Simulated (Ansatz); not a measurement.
# Platinum, fcc under r²SCAN: how the cold (Marzari-Vanderbilt) smearing moves the result

Aim: find which cold (Marzari-Vanderbilt) smearing width is enough for energy and pressure. The geometry was relaxed under r²SCAN beforehand and stays fixed; 7 values are run, from 0.01 to 1.0 eV. Wanted are the values from which on the energy stays within 10 and 1 meV/atom, and the pressure within 0.5 GPa, of the narrowest run. Within the series other settings stay, but some runs also write fields, which adds to their time. Spin polarisation is left out.

Computed with Ansatz 0.2.0 (DFT r²SCAN, plane waves with PAW, scalar-relativistic, unless a step says otherwise).

## Step 1: The structure to begin with

The structure is cubic, space group Fm-3m (No. 225). Conventional cell: a = 3.941 Å, b = 3.941 Å, c = 3.941 Å, α = 90.00°, β = 90.00°, γ = 90.00°. Around Pt (site symmetry m-3m) lie 12 Pt at 2.79 Å.

Structure file:

```
Pt
1.0
     0.00000    1.97058    1.97058
     1.97058    0.00000    1.97058
     1.97058    1.97058    0.00000
Pt
1
Direct
  0.00000 0.00000 0.00000
```

## Step 2: With a width of 0.01 eV

The run at 0.01 eV.

input.yaml

```yaml
crystal:
  lattice:
    - [0.0, 1.9705765473, 1.9705765473]
    - [1.9705765473, 0.0, 1.9705765473]
    - [1.9705765473, 1.9705765473, 0.0]
  atoms:
    - { symbol: Pt, position: [0.0, 0.0, 0.0] }
hamiltonian:
  xc: r2scan
  pseudopotentials:
    kind: paw
    azcp:
      Pt: "pseudopotentials/Pt.paw.azcp"
basis:
  ecutwfc: 500
  fft_grid_basis: typed
kpoints:
  mp_grid: { grid: [14, 14, 14], shift: [0, 0, 0] }
magnetization:
  spin_polarized: false
scf:
  occupations: { method: cold, width: 0.01 }
  lower_state_search: "off"
output:
  stress: true
  write_density: true
  write_potential: true
  elf: true
  volumetric_format: npy
```

Command:

```console
$ ansatz run input.yaml --threads 2 --pin off --max-ram 5120MiB --backend cpu --events-out ev --progress --plain --runs-dir out
```

## Step 3: With a width of 0.03 eV

The run at 0.03 eV.

input.yaml: that of step 2 with these lines changed.

```diff
@@ -21,3 +21,3 @@
 scf:
-  occupations: { method: cold, width: 0.01 }
+  occupations: { method: cold, width: 0.03 }
   lower_state_search: "off"
@@ -25,5 +25 @@
   stress: true
-  write_density: true
-  write_potential: true
-  elf: true
-  volumetric_format: npy
```

## Step 4: With a width of 0.1 eV

The run at 0.1 eV.

input.yaml: that of step 3 with these lines changed.

```diff
@@ -21,3 +21,3 @@
 scf:
-  occupations: { method: cold, width: 0.03 }
+  occupations: { method: cold, width: 0.1 }
   lower_state_search: "off"
@@ -25 +25,5 @@
   stress: true
+  write_density: true
+  write_potential: true
+  elf: true
+  volumetric_format: npy
```

## Step 5: With a width of 0.2 eV

The run at 0.2 eV.

input.yaml: that of step 4 with these lines changed.

```diff
@@ -21,3 +21,3 @@
 scf:
-  occupations: { method: cold, width: 0.1 }
+  occupations: { method: cold, width: 0.2 }
   lower_state_search: "off"
```

## Step 6: With a width of 0.3 eV

The run at 0.3 eV.

input.yaml: that of step 5 with these lines changed.

```diff
@@ -21,3 +21,3 @@
 scf:
-  occupations: { method: cold, width: 0.2 }
+  occupations: { method: cold, width: 0.3 }
   lower_state_search: "off"
@@ -25,5 +25 @@
   stress: true
-  write_density: true
-  write_potential: true
-  elf: true
-  volumetric_format: npy
```

## Step 7: With a width of 0.6 eV

The run at 0.6 eV.

input.yaml: that of step 6 with these lines changed.

```diff
@@ -21,3 +21,3 @@
 scf:
-  occupations: { method: cold, width: 0.3 }
+  occupations: { method: cold, width: 0.6 }
   lower_state_search: "off"
```

## Step 8: With a width of 1.0 eV

The run at 1.0 eV.

input.yaml: that of step 7 with these lines changed.

```diff
@@ -21,3 +21,3 @@
 scf:
-  occupations: { method: cold, width: 0.6 }
+  occupations: { method: cold, width: 1.0 }
   lower_state_search: "off"
```

(Steps that only read results are left out.)

What does the calculation give?

**Answer**, as computed:

```
                                           quantity                       value
       E(σ → 0) stays within 10 meV/atom of 0.01 eV                up to 0.6 eV
                   E(σ → 0) stays within 1 meV/atom                up to 0.2 eV
                      pressure stays within 0.5 GPa                up to 0.6 eV
                                pressure at 0.01 eV                   -0.47 GPa
energy of a separate run on a finer mesh (22×22×22)  +3.9 meV/atom from 0.01 eV
```

In words: The far end, 1.0 eV, lies -13.2 meV/atom and -0.7 GPa from the yardstick. Over the range F shifts by -4.5 meV/atom, while E(σ → 0) shifts by -13.2. This scheme cancels the term in the square of the width, so F moves little up to 0.2 eV. The mesh (14×14×14) is fixed, so the narrowest widths carry a k-point error of their own. The yardstick itself is unsettled by 3.9 meV/atom against the finer mesh, so the thresholds above hold only within this series, and wider smearing, which averages over more states, can land nearer the fine-mesh value than the narrowest does.
